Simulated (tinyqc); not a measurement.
Inside a calculation. Method: CCSD on RHF in the sto-3g basis, for CH3-, spin multiplicity 1. The basis has no diffuse functions, so it cannot describe the extra electron: this is an exercise in the method, not the real anion. One step of it, computed by the program tinyqc.

Question. CCSD: starting amplitudes. t_ij^ab = <ij||ab> / (e_i + e_j - e_a - e_b), whose energy is MP2.

orbital energies (hartree): MO1 -10.352924, MO2 -0.434946, MO3 -0.112434, MO4 -0.112433, MO5 0.226306, MO6 1.190852, MO7 1.325857, MO8 1.325866

Two-electron integrals over orbitals (pq|rs), unique and non-zero (hartree):
```
(11|11) 3.499463    (21|11) -0.284907   (21|21) 0.036151    (22|11) 0.692958
(22|21) -0.008464   (22|22) 0.503941    (31|31) 0.006798    (32|31) 0.012460
(32|32) 0.128424    (33|11) 0.611006    (33|21) -0.003269   (33|22) 0.491021
(33|33) 0.543948    (41|11) 0.000006    (41|21) -5.17e-07   (41|22) 1.15e-06
(41|33) -0.003866   (41|41) 0.006798    (42|11) 2.60e-06    (42|21) 5.54e-07
(42|22) 0.000010    (42|33) -0.066614   (42|41) 0.012460    (42|42) 0.128430
(43|31) -0.003866   (43|32) -0.066618   (43|43) 0.052864    (44|11) 0.611015
(44|21) -0.003269   (44|22) 0.491033    (44|33) 0.438237    (44|41) 0.003866
(44|42) 0.066611    (44|44) 0.543946    (51|11) -0.030914   (51|21) 0.003181
(51|22) -0.003294   (51|33) -0.001295   (51|41) -9.75e-08   (51|42) -5.77e-09
(51|44) -0.001295   (51|51) 0.022238    (52|11) 0.010448    (52|21) -0.001516
(52|22) -0.007480   (52|33) -0.002968   (52|41) 2.70e-08    (52|42) 1.17e-07
(52|44) -0.002968   (52|51) 0.022781    (52|52) 0.084177    (53|31) 0.000574
(53|32) -0.000714   (53|43) 0.001385    (53|53) 0.020387    (54|11) -9.89e-07
(54|21) 7.15e-08    (54|22) -4.82e-08   (54|33) 0.001384    (54|41) 0.000574
(54|42) -0.000714   (54|44) -0.001384   (54|51) -5.59e-07   (54|52) -1.37e-06
(54|54) 0.020388    (55|11) 0.851249    (55|21) -0.009652   (55|22) 0.532226
(55|33) 0.490071    (55|41) 1.88e-07    (55|42) 1.55e-06    (55|44) 0.490076
(55|51) 0.004146    (55|52) 0.019259    (55|54) -9.96e-07   (55|55) 0.674958
(61|11) -0.324215   (61|21) 0.042000    (61|22) -0.008905   (61|33) -0.003295
(61|41) -4.12e-06   (61|42) -0.000005   (61|44) -0.003298   (61|51) 0.002007
(61|52) -0.003293   (61|54) -1.91e-07   (61|55) -0.008768   (61|61) 0.049026
(62|11) 0.264683    (62|21) -0.009604   (62|22) 0.066323    (62|33) 0.038022
(62|41) -2.03e-06   (62|42) -4.14e-06   (62|44) 0.038032    (62|51) -0.003518
(62|52) -0.004228   (62|54) -1.14e-06   (62|55) 0.131588    (62|61) -0.009927
(62|62) 0.077980    (63|31) 0.003627    (63|32) -0.041656   (63|43) 0.040823
(63|53) 0.002091    (63|63) 0.059558    (64|11) -0.000070   (64|21) 1.67e-06
(64|22) -0.000022   (64|33) 0.040797    (64|41) 0.003629    (64|42) -0.041629
(64|44) -0.040819   (64|51) 1.05e-08    (64|52) -1.91e-06   (64|54) 0.002090
(64|55) -0.000035   (64|61) -1.09e-07   (64|62) -0.000031   (64|64) 0.059526
(65|11) -0.012919   (65|21) -0.001029   (65|22) -0.011571   (65|33) -0.004816
(65|41) -4.04e-07   (65|42) -2.65e-06   (65|44) -0.004819   (65|51) 0.024546
(65|52) 0.074144    (65|54) -0.000007   (65|55) 0.005197    (65|61) -0.003038
(65|62) -0.012048   (65|64) 1.28e-06    (65|65) 0.074252    (66|11) 0.713418
(66|21) -0.011797   (66|22) 0.490796    (66|33) 0.482131    (66|41) -0.000006
(66|42) -0.000055   (66|44) 0.482075    (66|51) -0.006586   (66|52) -0.015308
(66|54) 7.95e-07    (66|55) 0.520489    (66|61) -0.011875   (66|62) 0.054011
(66|64) 0.000006    (66|65) -0.018891   (66|66) 0.500593    (71|31) 0.013118
(71|32) 0.020973    (71|43) -0.005751   (71|53) 0.001163    (71|63) 0.006844
(71|71) 0.025575    (72|31) 0.008744    (72|32) 0.008763    (72|43) 0.021035
(72|53) 0.004252    (72|63) 0.043577    (72|71) 0.015803    (72|72) 0.051964
(73|11) 0.239530    (73|21) -0.005332   (73|22) 0.065539    (73|33) 0.019373
(73|41) 0.002920    (73|42) 0.051632    (73|44) 0.065386    (73|51) 0.000281
(73|52) 0.007658    (73|54) -0.001363   (73|55) 0.116407    (73|61) -0.005415
(73|62) 0.072567    (73|64) -0.029402   (73|65) -0.000681   (73|66) 0.046602
(73|73) 0.110225    (74|31) 0.002920    (74|32) 0.051632    (74|43) -0.023009
(74|53) -0.001363   (74|63) -0.029398   (74|71) 0.005477    (74|72) -0.004108
(74|74) 0.036821    (75|31) 0.001618    (75|32) 0.010297    (75|43) -0.004457
(75|53) 0.018567    (75|63) -0.002344   (75|71) 0.003004    (75|72) 0.003691
(75|74) 0.003968    (75|75) 0.024707    (76|31) 0.013069    (76|32) 0.110414
(76|43) -0.057537   (76|53) -0.000973   (76|63) -0.040037   (76|71) 0.023072
(76|72) 0.004927    (76|74) 0.050579    (76|75) 0.009141    (76|76) 0.109389
(77|11) 0.800975    (77|21) -0.010439   (77|22) 0.518768    (77|33) 0.539854
(77|41) 0.001273    (77|42) -0.022943   (77|44) 0.476434    (77|51) -0.000638
(77|52) 0.003463    (77|54) 0.002186    (77|55) 0.550745    (77|61) -0.010502
(77|62) 0.074689    (77|64) 0.034321    (77|65) -0.002207   (77|66) 0.516331
(77|73) 0.072866    (77|77) 0.595486    (81|11) -0.000085   (81|21) 0.000012
(81|22) -6.73e-07   (81|33) -0.005751   (81|41) 0.013118    (81|42) 0.020973
(81|44) 0.005748    (81|51) 5.23e-07    (81|52) -8.15e-07   (81|54) 0.001164
(81|55) -2.19e-06   (81|61) 0.000007    (81|62) -0.000007   (81|64) 0.006847
(81|65) -1.54e-06   (81|66) -0.000015   (81|73) 0.005476    (81|77) 0.003233
(81|81) 0.025575    (82|11) 0.000077    (82|21) -2.39e-06   (82|22) 0.000020
(82|33) 0.021049    (82|41) 0.008744    (82|42) 0.008757    (82|44) -0.021026
(82|51) -8.88e-07   (82|52) -6.49e-07   (82|54) 0.004252    (82|55) 0.000038
(82|61) -0.000007   (82|62) 0.000010    (82|64) 0.043577    (82|65) -3.88e-06
(82|66) 0.000013    (82|73) -0.004088   (82|77) 0.029694    (82|81) 0.015802
(82|82) 0.051964    (83|31) 0.002921    (83|32) 0.051622    (83|43) -0.022999
(83|53) -0.001363   (83|63) -0.029383   (83|71) 0.005480    (83|72) -0.004095
(83|74) 0.031938    (83|75) 0.003967    (83|76) 0.050570    (83|83) 0.036806
(84|11) 0.239527    (84|21) -0.005332   (84|22) 0.065529    (84|33) 0.065394
(84|41) -0.002920   (84|42) -0.051645   (84|44) 0.019365    (84|51) 0.000281
(84|52) 0.007658    (84|54) 0.001363    (84|55) 0.116403    (84|61) -0.005412
(84|62) 0.072567    (84|64) 0.029371    (84|65) -0.000678   (84|66) 0.046651
(84|73) 0.041452    (84|77) 0.085664    (84|81) -0.005478   (84|82) 0.004139
(84|84) 0.110240    (85|11) -3.10e-06   (85|21) -2.09e-07   (85|22) -2.19e-06
(85|33) -0.004458   (85|41) 0.001618    (85|42) 0.010297    (85|44) 0.004455
(85|51) 0.000007    (85|52) 0.000020    (85|54) 0.018567    (85|55) 1.71e-06
(85|61) -1.55e-06   (85|62) -4.08e-06   (85|64) -0.002342   (85|65) 0.000013
(85|66) -0.000009   (85|73) 0.003968    (85|77) -0.000184   (85|81) 0.003004
(85|82) 0.003691    (85|84) -0.003969   (85|85) 0.024707    (86|11) -0.000017
(86|21) -2.77e-08   (86|22) 1.78e-06    (86|33) -0.057522   (86|41) 0.013069
(86|42) 0.110404    (86|44) 0.057505    (86|51) -1.55e-06   (86|52) -4.69e-06
(86|54) -0.000972   (86|55) -0.000005   (86|61) -0.000006   (86|62) -0.000008
(86|64) -0.039992   (86|65) -0.000007   (86|66) -0.000058   (86|73) 0.050568
(86|77) -0.021390   (86|81) 0.023073    (86|82) 0.004938    (86|84) -0.050596
(86|85) 0.009140    (86|86) 0.109366    (87|31) 0.001276    (87|32) -0.022916
(87|43) 0.031699    (87|53) 0.002186    (87|63) 0.034338    (87|71) 0.003242
(87|72) 0.029672    (87|74) -0.006385   (87|75) -0.000181   (87|76) -0.021370
(87|83) -0.006375   (87|87) 0.034433    (88|11) 0.800972    (88|21) -0.010439
(88|22) 0.518770    (88|33) 0.476399    (88|41) -0.001266   (88|42) 0.023004
(88|44) 0.539887    (88|51) -0.000638   (88|52) 0.003463    (88|54) -0.002187
(88|55) 0.550745    (88|61) -0.010500   (88|62) 0.074702    (88|64) -0.034389
(88|65) -0.002207   (88|66) 0.516309    (88|73) 0.085686    (88|77) 0.526586
(88|81) -0.003226   (88|82) -0.029648   (88|84) 0.072829    (88|85) 0.000187
(88|86) 0.021427    (88|88) 0.595508
```

Give: Starting amplitudes; correlation energy.

Answer.

Starting amplitudes (spin orbitals 1a, 1b, ...; amplitudes related by a flip of all spins are not repeated; the 24 largest):
```
from      to        t
5a 5b  6a 6b  -0.0385
4a 4b  8a 8b  -0.0383
3a 3b  7a 7b  -0.0383
2a 2b  6a 6b  -0.0240
2a 3b  6a 7b  -0.0237
2a 4b  6a 8b  -0.0237
3a 3b  6a 6b  -0.0228
4a 4b  6a 6b  -0.0228
2a 2b  7a 7b  -0.0148
2a 2b  8a 8b  -0.0148
3a 4b  7a 8b  -0.0144
2a 3b  6b 7a   0.0142
2a 4b  6b 8a   0.0142
4a 4b  7a 7b  -0.0128
3a 3b  8a 8b  -0.0128
5a 5b  7a 7b  -0.0112
5a 5b  8a 8b  -0.0112
3a 4b  7b 8a   0.0111
3a 4b  6b 7a  -0.0107
3a 4b  6a 7b   0.0107
3a 3b  6a 8b   0.0107
4a 4b  6a 8b  -0.0107
2a 3a  6a 7a  -0.0095
2a 4a  6a 8a  -0.0095
```

correlation energy = -0.034445 hartree
